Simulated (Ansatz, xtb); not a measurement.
C3H4N2O: which of two isomers lies lower

Structure a: `Cc1nnco1`, a singlet. Structure b: `Nc1cnco1`, a singlet. Both are isolated molecules in the gas phase, relaxed with PBE-D3(BJ)/def2-SVP; the shapes shown needn't be the lowest conformers.

a (Å):

```xyz
10

C    -0.8826    1.2716   -0.9422
C    -0.8789   -0.1440   -0.5023
C    -0.6796   -2.2575   -0.6559
N    -1.1248   -0.6334    0.6846
N    -0.9940   -2.0167    0.5826
O    -0.5856   -1.1278   -1.4133
H    -1.6246    1.4376   -1.7492
H    -1.1395    1.9077   -0.0769
H     0.1110    1.5717   -1.3323
H    -0.4895   -3.2212   -1.1416
```

b (Å):

```json
{"atom": "C", "x (Å)": "-0.9030", "y (Å)": "0.0786", "z (Å)": "-0.7859"}
{"atom": "C", "x (Å)": "-0.0827", "y (Å)": "-0.3729", "z (Å)": "0.2306"}
{"atom": "C", "x (Å)": "-0.7283", "y (Å)": "-2.0835", "z (Å)": "-0.8718"}
{"atom": "N", "x (Å)": "-1.2951", "y (Å)": "1.3160", "z (Å)": "-1.2549"}
{"atom": "N", "x (Å)": "0.0102", "y (Å)": "-1.7574", "z (Å)": "0.1438"}
{"atom": "O", "x (Å)": "-1.3233", "y (Å)": "-1.0068", "z (Å)": "-1.5001"}
{"atom": "H", "x (Å)": "-2.2271", "y (Å)": "1.3287", "z (Å)": "-1.6777"}
{"atom": "H", "x (Å)": "-1.1760", "y (Å)": "2.0683", "z (Å)": "-0.5746"}
{"atom": "H", "x (Å)": "0.4365", "y (Å)": "0.2074", "z (Å)": "1.0013"}
{"atom": "H", "x (Å)": "-0.9514", "y (Å)": "-3.0718", "z (Å)": "-1.2884"}
```

Energies in hartree; the thermal terms are from PBE-D3(BJ)/def2-SVP harmonic frequencies (ideal gas, rigid rotor, one conformer each, 298.15 K, 1 atm) and include the zero-point energy:

```
                              a           b
E, CCSD(T)/def2-SVP  −300.388122  −300.395051
    E, MP2/def2-SVP  −300.323505  −300.333039
  E, MP2/def2-TZVPP  −300.882116  −300.891822
  zero-point energy     0.071962     0.073135
       H(298 K) − E     0.078043     0.079205
       G(298 K) − E     0.043451     0.044937
```

Correct the CCSD(T) difference for the basis set by the MP2 change, then work out ΔE, ΔE₀, ΔH and ΔG for a → b in kcal/mol (1 Eh = 627.51 kcal/mol) and the equilibrium ratio [b]/[a].

1. Differences b − a: CCSD(T) −0.006929, MP2 in the small set −0.009534, MP2 in the large set −0.009706 Eh.
2. ΔE = −0.006929 + (−0.009706 − (−0.009534)) = −0.007101 Eh = −4.46 kcal/mol.
3. ΔE₀ = ΔE + ΔZPE = −0.007101 + (+0.001173) Eh = −3.72 kcal/mol.
4. ΔH = ΔE + (+0.001162) Eh = −3.73 kcal/mol.
5. ΔG = ΔE + (+0.001486) Eh = −3.52 kcal/mol, so ΔS = (ΔH − ΔG)/T = −2.9 J/(mol K).
6. kT = 0.9442 mEh, so K = [b]/[a] = exp(−ΔG/kT) = exp(+5.95) ≈ 380.

Structure b is favoured at this temperature. An error of 1 kcal/mol in ΔG would change K by a factor of 5.4. HF/STO-3G gave ΔE the other sign. Mirror images and further conformers aren't counted.

As drawn, b has 1 C–N, 1 C∷C, 2 N–H in place of 1 C–C, 1 N∷N, 2 C–H (∷ is an aromatic bond).

Other levels gave ΔE = −2.1 (GFN2-xTB); +9.9 (HF/STO-3G, GFN2-xTB geometries); −8.4 (r2SCAN-D4/def2-SVP, GFN2-xTB geometries); −7.7 (PBE-D3(BJ)/def2-SVP); −8.3 (HF/def2-SVP); −6.0 (MP2/def2-SVP); −4.3 (CCSD(T)/def2-SVP) kcal/mol. The correlated steps freeze 6 core orbitals. Programs: Ansatz 0.2.0, xtb 6.7.1.
